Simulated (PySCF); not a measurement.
# C2H8Al− (SMILES [CH3][AlH2-][CH3]) at 6 levels

We compute a comparison of 6 runs (HF/STO-3G, HF/3-21G, HF/def2-SVP, B3LYP/6-31G*, B3LYP/def2-TZVP, CCSD(T)/def2-SVPD) of C2H8Al−. The job is set up through a Python script.

The results are computed with PySCF 2.14.0.

**1. The structure to begin with**

C2H8Al− has 11 atoms, charge -1, and is taken as a singlet. SMILES: `[CH3][AlH2-][CH3]`. Geometry: a GFN2-xTB relaxation, a rough one for these elements and not checked as a minimum.

Bond lengths: C1–Al2 2.047 Å, Al2–C3 2.047 Å, C1–H4 1.100 Å, C1–H5 1.100 Å, C1–H6 1.100 Å, Al2–H7 1.621 Å, Al2–H8 1.621 Å, C3–H9 1.100 Å, C3–H10 1.100 Å, C3–H11 1.100 Å. Some angles: C1–Al2–C3 111.1°, C1–Al2–H7 109.1°, C1–Al2–H8 109.1°, C3–Al2–H7 109.1°, C3–Al2–H8 109.2°, Al2–C1–H4 111.5°, Al2–C1–H5 114.4°, Al2–C1–H6 114.4°, Al2–C3–H9 114.2°, Al2–C3–H10 114.4°.

**2. Energy and forces at HF/STO-3G (run 1)**

Contents of run.py:

```python
from pyscf import gto, scf

mol = gto.Mole()
mol.atom = '''
C     -2.490565     1.939747    -0.813603
Al    -0.424981    -1.324112    -0.595585
C      2.870626    -0.756401     1.350153
H     -4.260047     1.652868    -1.866010
H     -1.526691     3.501474    -1.788550
H     -3.071958     2.713855     1.024969
H      0.237841    -2.279652    -3.429607
H     -2.081741    -3.467685     0.833369
H      4.142469     0.641883     0.485433
H      2.611035    -0.122549     3.312255
H      3.993993    -2.499465     1.487158
'''
mol.basis = 'sto-3g'
mol.verbose = 3
mol.unit = 'bohr'
mol.max_memory = 1860
mol.charge = -1
mol.build()

mf = scf.RHF(mol)
mf.conv_tol = 1e-10
mf.kernel()
if not mf.converged:
    mf = mf.newton().run(mf.mo_coeff, mf.mo_occ)

e_final = mf.e_tot
print('E = %.10f Eh' % e_final)
grad = mf.nuc_grad_method().kernel()
mf.analyze()
```

On the command line:

```sh
OMP_NUM_THREADS=1 python run.py
```

The program printed:

```text
converged SCF energy = -318.369023936862
[... 11 lines left out ...]
MO #2   energy= -10.7112481812449  occ= 2
[... 4 lines left out ...]
MO #7   energy= -2.65365008725959  occ= 2
[... 4 lines left out ...]
MO #12  energy= -0.266842101047342 occ= 2
[... 4 lines left out ...]
MO #17  energy= -0.0715216855622161 occ= 2
[... 4 lines left out ...]
MO #22  energy= 0.942073541628938  occ= 0
[... 4 lines left out ...]
MO #27  energy= 1.00727435498893   occ= 0
[... 13 lines left out ...]
WARN: System has nonzero charge -1; the dipole moment is origin-dependent.
Location of origin: [0. 0. 0.]

Dipole moment(X, Y, Z, Debye):  0.78036,  2.43932,  1.10386
```

Wall time 1.5 s (1 thread of Intel Xeon at 2.70GHz, shared host); peak memory 0.12 GiB.

**3. Energy and forces at HF/3-21G (run 2)**

Contents of input.xyz:

```xyz
11
C2H8Al
C     -1.317950     1.026470    -0.430540
Al    -0.224890    -0.700690    -0.315170
C      1.519070    -0.400270     0.714470
H     -2.254320     0.874660    -0.987450
H     -0.807890     1.852900    -0.946460
H     -1.625610     1.436110     0.542390
H      0.125860    -1.206340    -1.814870
H     -1.101610    -1.835020     0.441000
H      2.192100     0.339670     0.256880
H      1.381700    -0.064850     1.752770
H      2.113530    -1.322660     0.786970
```

Contents of calc.py:

```python
import pyscf.grad
from pyscf import gto

mol = gto.Mole()
mol.atom = 'input.xyz'
mol.spin = 0
mol.max_memory = 1860
mol.charge = -1
mol.basis = '3-21g'
mol.verbose = 4
mol.build()

hf = mol.RHF()
hf.conv_tol = 1e-10
hf.kernel()
if not hf.converged:
    hf = hf.newton().run(hf.mo_coeff, hf.mo_occ)

etot = hf.e_tot
print(f'total energy: {etot:.8f} hartree')
grad = hf.Gradients().kernel()
dip = hf.dip_moment()
pop, q = hf.mulliken_pop()
```

On the command line:

```sh
OMP_NUM_THREADS=1 python calc.py
```

The program printed:

```text
PySCF version 2.14.0

[... 63 lines left out ...]
converged SCF energy = -320.546082319095
total energy: -320.54608232 hartree
[... 12 lines left out ...]
WARN: System has nonzero charge -1; the dipole moment is origin-dependent.
[... 2 lines left out ...]
Dipole moment(X, Y, Z, Debye):  1.01751,  3.17868,  1.43574
[... 59 lines left out ...]
charge of   10H =      0.12515
```

Run time: 1.8 s. Hardware: 1 thread of Intel Xeon at 2.70GHz, shared host; peak memory 0.12 GiB.

Runs 3 to 5 aren't shown in full; the table further down has their settings and results.

**4. A single-point energy at CCSD(T)/def2-SVPD (run 6)**

Contents of start.xyz:

```xyz
11

C     -1.317950     1.026470    -0.430540
Al    -0.224890    -0.700690    -0.315170
C      1.519070    -0.400270     0.714470
H     -2.254320     0.874660    -0.987450
H     -0.807890     1.852900    -0.946460
H     -1.625610     1.436110     0.542390
H      0.125860    -1.206340    -1.814870
H     -1.101610    -1.835020     0.441000
H      2.192100     0.339670     0.256880
H      1.381700    -0.064850     1.752770
H      2.113530    -1.322660     0.786970
```

Contents of run.py:

```python
from pyscf import gto, cc

mol = gto.M(
    atom='start.xyz',
    verbose=4,
    basis='def2-svpd',
    charge=-1,
    max_memory=1860,
)

myscf = mol.RHF()
myscf.conv_tol = 1e-10
myscf.kernel()
if not myscf.converged:
    myscf = myscf.newton().run(myscf.mo_coeff, myscf.mo_occ)

mycc = cc.CCSD(myscf, frozen=7)
mycc.kernel()
e_t = mycc.ccsd_t()
e_final = mycc.e_tot + e_t
print(f'total energy: {e_final:.8f} hartree')
dip = myscf.dip_moment()
pop, q = myscf.mulliken_pop()
```

On the command line:

```sh
OMP_NUM_THREADS=1 python run.py
```

The program printed:

```text
PySCF version 2.14.0

[... 76 lines left out ...]
Init t2, MP2 energy = -322.606313055695  E_corr(MP2) -0.414636453526159
[... 14 lines left out ...]
total energy: -322.67455358 hartree
[... 4 lines left out ...]
Dipole moment(X, Y, Z, Debye):  0.99581,  3.10940,  1.40543
[... 140 lines left out ...]
charge of   10H =     -0.05572
```

Run time: 1.8 min. Hardware: 1 thread of Intel Xeon at 2.70GHz, shared host; peak memory 1.9 GiB.

**5. All runs side by side**

| run | level | Cartesian functions | integration grid | energy (Eh) | HOMO energy (eV) | LUMO energy (eV) | HOMO–LUMO gap (eV) | wall time |
| --- | --- | --- | --- | --- | --- | --- | --- | --- |
| 1 | HF/STO-3G | no | – | -318.369024 | -1.95 | 20.74 | 22.69 | 1.5 s |
| 2 | HF/3-21G | no | – | -320.546082 | -4.94 | 9.46 | 14.40 | 1.8 s |
| 3 | HF/def2-SVP | no | – | -322.185975 | -5.18 | 8.71 | 13.90 | 7.5 s |
| 4 | B3LYP/6-31G* (Cartesian functions) | yes | 5 | -323.492138 | -1.53 | 6.06 | 7.59 | 23 s |
| 5 | B3LYP/def2-TZVP | no | 5 | -323.565672 | -2.01 | 4.96 | 6.97 | 83 s |
| 6 | CCSD(T)/def2-SVPD | no | – | -322.674554 | -5.31 | 5.38 | 10.69 | 1.8 min |

**6. Summary of results**

| quantity | value |
| --- | --- |
| run 6: total energy | -322.67455 Eh |
| run 6: HOMO energy (Hartree–Fock orbitals) | -5.31 eV |
| run 6: LUMO energy (Hartree–Fock orbitals) | 5.38 eV |
| run 6: HOMO–LUMO gap (to an unbound level, set by the basis) | 10.69 eV |
| run 6: correlation energy (7 core orbitals frozen) | -482.9 mEh |
| run 6: (T) correction | -14.06 mEh |
| run 6: T1 diagnostic | 0.010 |

Over runs 1, 2, 3, 4, 5 the HOMO–LUMO gap runs from 6.97 eV (B3LYP/def2-TZVP) to 22.69 eV (HF/STO-3G). The two ends differ in method and basis. The empty levels of an anion lie above zero and hang on the basis. In run 1 the basis is minimal, so the values are rough. All runs together took 3.7 min, the longest 1.8 min.
